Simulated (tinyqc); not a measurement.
Inside a calculation. Method: RKS/LDA (PW92) in the sto-3g basis, for H2O, spin multiplicity 1. One step of it, computed by the program tinyqc.

Task: Orthogonalisation. S = U s U^T; symmetric (Loewdin) form X = U s^(-1/2) U^T, so that X^T S X = 1.

overlap S, lower triangle:
```
,1O 1s,1O 2s,1O 2px,1O 2py,1O 2pz,2H 1s,3H 1s
1O 1s,1.000000
1O 2s,0.236704,1.000000
1O 2px,0.000000,0.000000,1.000000
1O 2py,0.000000,0.000000,0.000000,1.000000
1O 2pz,0.000000,0.000000,0.000000,0.000000,1.000000
2H 1s,0.033591,0.354107,0.000000,0.243266,0.206307,1.000000
3H 1s,0.033591,0.354107,0.000000,-0.243266,0.206307,0.173489,1.000000
```

Give: eigenvalues of S; X.

Result:

eigenvalues of S: 0.4688  0.5585  0.8828  1.0000  1.1071  1.2681  1.7149

X, lower triangle:
```
,1O 1s,1O 2s,1O 2px,1O 2py,1O 2pz,2H 1s,3H 1s
1O 1s,1.0234
1O 2s,-0.1346,1.1323
1O 2px,0.0000,0.0000,1.0000
1O 2py,0.0000,0.0000,0.0000,1.0581
1O 2pz,-0.0068,0.0628,0.0000,0.0000,1.0357
2H 1s,0.0176,-0.1978,0.0000,-0.1543,-0.1130,1.1078
3H 1s,0.0176,-0.1978,0.0000,0.1543,-0.1130,-0.0603,1.1078
```
